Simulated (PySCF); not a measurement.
## dimethyl carbonate: full NMR table

```
Formula                               : C3H6O3
SMILES                                : COC(=O)OC
InChI                                 : InChI=1S/C3H6O3/c1-5-3(4)6-2/h1-2H3
Point group of the computed structure : Cs
Degrees of unsaturation               : 1
Carbon signals                        : 2
Proton signals                        : 1
```

Numbering as in the mapped SMILES `[CH3:1][O:2][C:3](=[O:4])[O:5][CH3:6]`; H(Xn) means a hydrogen on atom n.

Fast rotation and ring inversion assumed for equivalent nuclei, relativity neglected, single conformer, isolated molecule. J: B3LYP/pcJ-1 (without the spin–dipole term); geometry: PBE0-D3(BJ)/def2-SVP; shieldings: GIAO PBE0/pcSseg-1; PySCF.

δ = σ(ref) − σ, references computed at the same level: ¹H (σref 31.27) and ¹³C (σref 184.41) against TMS; ¹⁷O (σref 334.56) vs H2O.

| carbon | δC, type | δH (multiplicity, J in Hz) | HMBC from (abs. J ≥ 3 Hz) | span of the C tensor (ppm) |
| --- | --- | --- | --- | --- |
| C1/C6 | 54.2, CH3 | 3.62 (s) | – | 75 |
| C3 | 162.0, C | – | H(C1)/H(C6) | 142 |

Other nuclei:
```csv
atoms,nucleus,environment,δ (ppm),σ (ppm)
O4,¹⁷O,ester carbonyl oxygen,309.8,24.7
O2/O5,¹⁷O,ester alkoxy oxygen,141.0,193.5
```

Selected couplings (Hz, signed; the shortest-range and largest first, 30 at most; isotopes ¹³C, ¹H): ¹J(C1,H(C1)) 152.1, ²J(C1,C3) -1.0.

- Carbon types of the structure: 1 × C, 2 × CH3, which accounts for all hydrogens.
- δC 162.0: carbonate carbon; it is a carbonyl in resonance with an O or N lone pair, the region of acids, esters and amides.
- δC 54.2: methyl carbon bonded to O; pulled downfield by the heteroatom.
- δH 3.62: hydrogen on a methyl carbon bonded to O; its carbon carries O, which withdraws density.

Shifts are as computed. Against solution values, carbons near 30 ppm lie about +2 ppm off and those near 130 ppm about +5 ppm. Of 1211 compounds with measured shifts, 218 miss one by over three times the rms of a fit or turn the order of signals round; such compounds aren't used in these exercises. Unscaled 17O shifts of doubly bonded oxygen tend to come out too high, by tens of ppm or more. Experimental scales use liquid or dissolved standards, which lie at an offset from isolated H2O (liquid H2O: subtract about 36 ppm).
